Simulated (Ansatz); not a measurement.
# NO+: energies up the ladder

Wanted for NO+: energies up the ladder. Charge +1.

Method: the levels named in each step, in Ansatz 0.2.0.

## 1. The structure to begin with

Bond lengths: N1–O2 1.155 Å.

As a file:

```xyz
2

N     0.0000    0.0000    0.0000
O     0.0000    0.0000    1.1555
```

## 2. A rough first relaxation, PBE-D4/def2-SVP

The input, input.yaml:

```yaml
crystal:
  periodic: [false, false, false]
  atoms:
    - { symbol: "N", position_ang: [0.0, 0.0, 0.0] }
    - { symbol: O, position_ang: [0.0, 0.0, 1.15545] }
total_charge: 1
basis:
  gaussian: { orbitals: def2-SVP }
hamiltonian:
  xc: pbe
  dispersion: d4
relax:
  f_tol: 0.03
  max_steps: 200
```

Run with:

```sh
$ ansatz run input.yaml --threads 1 --pin off --max-ram 2560MiB --backend cpu --events-out ev --progress --plain --runs-dir out
```

Further steps of the session: Relaxation, PBE0-D4/def2-TZVPP; Frequencies, PBE0-D4/def2-TZVPP; Single point, PBE-D4/def2-TZVPP; Single point, r2SCAN-D4/def2-TZVPP; Single point, B3LYP-D4/def2-TZVPP; Single point, wB97M-V/def2-TZVPP; Single point, B2PLYP/def2-TZVPP; Single point, LDA/def2-TZVPP; Single point, PBE0-D4/def2-SVP; Single point, PBE-D4/def2-SVP; Single point, CCSD(T)/def2-TZVPP; Single point, CCSD(T)/def2-QZVPP.

Q: Predict the outcome of this session. Wanted: N1–O2 at PBE0-D4/def2-TZVPP; frequencies at PBE0-D4/def2-TZVPP; energy at CCSD(T)/CBS.

**Answer**, as computed:

```
                         quantity         value
      N1–O2 at PBE0-D4/def2-TZVPP       1.054 Å
frequencies at PBE0-D4/def2-TZVPP     2530 cm⁻¹
            energy at CCSD(T)/CBS  -3522.177 eV
```

**Reading.** No mode is imaginary, so the geometry is a minimum. These totals serve in differences with atoms or fragments at the same level; alone they don't rank the methods.
